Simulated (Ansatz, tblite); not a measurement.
Cost and result up the ladder for BN2⁻ (3 atoms). Charge -1, multiplicity 1. Geometry: PBE0-D4/def2-TZVPD.

Cartesian coordinates in Å:
```
B 0.5483 0.1974 0.6856
N 0.0231 -0.6504 -0.4217
N -0.5715 0.4530 -0.2639
```

Ansatz on 4 threads of Arm Neoverse V2 on a shared host; xTB runs through tblite on one thread. Times are rough, summed over both states, and most runs start from the orbitals of an earlier one. CCSD(T)/def2-TZVPPD serves as the yardstick here, not as an exact answer. Differences are given only for rows in sets of like size (and for xTB, whose basis is part of the method), since another set adds its own error. The other state is a triplet at its own geometry.

The xTB rows come from tblite. Correlated methods freeze 3 core orbitals. The structure comes from a short search, and lower isomers may exist.

Correlated methods converge slowly with the basis.

xTB has no spin-polarisation term.

```json
{"level": "GFN1-xTB", "functions": "12", "wall time": "0.002 s", "triplet − singlet (eV)": "2.03", "difference from CCSD(T)/def2-TZVPPD (eV)": "0.43", "remarks": "–"}
{"level": "GFN2-xTB", "functions": "12", "wall time": "0.002 s", "triplet − singlet (eV)": "0.96", "difference from CCSD(T)/def2-TZVPPD (eV)": "-0.64", "remarks": "–"}
{"level": "HF/STO-3G", "functions": "15", "wall time": "0.1 s", "triplet − singlet (eV)": "1.02", "difference from CCSD(T)/def2-TZVPPD (eV)": "–", "remarks": "HOMO above zero (singlet), HOMO above zero (triplet)"}
{"level": "MP2/def2-TZVPD", "functions": "111", "wall time": "0.7 s", "triplet − singlet (eV)": "1.77", "difference from CCSD(T)/def2-TZVPPD (eV)": "0.17", "remarks": "–"}
{"level": "PBE-D4/def2-TZVPD", "functions": "111", "wall time": "1.4 s", "triplet − singlet (eV)": "1.44", "difference from CCSD(T)/def2-TZVPPD (eV)": "-0.16", "remarks": "HOMO above zero (singlet), HOMO above zero (triplet)"}
{"level": "revPBE-D4/def2-TZVPD", "functions": "111", "wall time": "1.4 s", "triplet − singlet (eV)": "1.42", "difference from CCSD(T)/def2-TZVPPD (eV)": "-0.19", "remarks": "HOMO above zero (singlet), HOMO above zero (triplet)"}
{"level": "BLYP-D4/def2-TZVPD", "functions": "111", "wall time": "1.6 s", "triplet − singlet (eV)": "1.46", "difference from CCSD(T)/def2-TZVPPD (eV)": "-0.14", "remarks": "HOMO above zero (singlet), HOMO above zero (triplet)"}
{"level": "PBE-QIDH/def2-TZVPD", "functions": "111", "wall time": "1.6 s", "triplet − singlet (eV)": "1.52", "difference from CCSD(T)/def2-TZVPPD (eV)": "-0.08", "remarks": "–"}
{"level": "RPA@PBE/def2-TZVPD", "functions": "111", "wall time": "1.6 s", "triplet − singlet (eV)": "1.55", "difference from CCSD(T)/def2-TZVPPD (eV)": "-0.05", "remarks": "–"}
{"level": "PBE0-D4/def2-TZVPD (with forces)", "functions": "111", "wall time": "1.9 s", "triplet − singlet (eV)": "1.43", "difference from CCSD(T)/def2-TZVPPD (eV)": "-0.18", "remarks": "HOMO above zero (singlet), HOMO above zero (triplet)"}
{"level": "r2SCAN-D4/def2-TZVPD", "functions": "111", "wall time": "3.3 s", "triplet − singlet (eV)": "1.29", "difference from CCSD(T)/def2-TZVPPD (eV)": "-0.32", "remarks": "HOMO above zero (singlet), HOMO above zero (triplet)"}
{"level": "r2SCAN0-D4/def2-TZVPD", "functions": "111", "wall time": "3.4 s", "triplet − singlet (eV)": "1.26", "difference from CCSD(T)/def2-TZVPPD (eV)": "-0.34", "remarks": "HOMO above zero (singlet), HOMO above zero (triplet)"}
{"level": "CCSD(T)/def2-TZVPPD", "functions": "111", "wall time": "3.8 s", "triplet − singlet (eV)": "1.60", "difference from CCSD(T)/def2-TZVPPD (eV)": "0.00", "remarks": "–"}
{"level": "ωB97M-V/def2-TZVPD", "functions": "111", "wall time": "5.5 s", "triplet − singlet (eV)": "1.64", "difference from CCSD(T)/def2-TZVPPD (eV)": "0.03", "remarks": "–"}
```
